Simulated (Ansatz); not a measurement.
For zinc-blende HgSe, PBE+SOC (PAW; Ansatz, a quantum-chemistry and plane-wave program) gives:

| Property | Result |
|---|---|
| lattice parameter a | 6.236 Å |
| bulk modulus | 43.8 GPa |

Q: What does HSE06 in Ansatz (plane waves, PAW) give for the same quantities?

A: 
- lattice constant a: 6.179 Å (falls by 0.9 %)
- bulk modulus: 50.5 GPa (rises by 15 %)

For comparison: lattice constant a 6.085 Å (measured, 293 K, not corrected to a static lattice; as tabulated in Cardona et al. (2009), arXiv:0908.2634); bulk modulus 50 GPa (measured, temperature not stated, not corrected to a static lattice, our sources range from 48.5 to 51.6; as tabulated in Toher et al. (2017), arXiv:1611.05714).

Changes are worked out from the printed values.

Unless a cell is named, each level is at its own relaxed cell (PBE+SOC 30.32, HSE06 29.49 Å³/atom).

Levels without +SOC leave out spin–orbit coupling, which shifts energies and cells of such heavy elements.

Ansatz's density-functional and Hartree–Fock values are scalar-relativistic unless marked +SOC, with PAW data made under PBE.
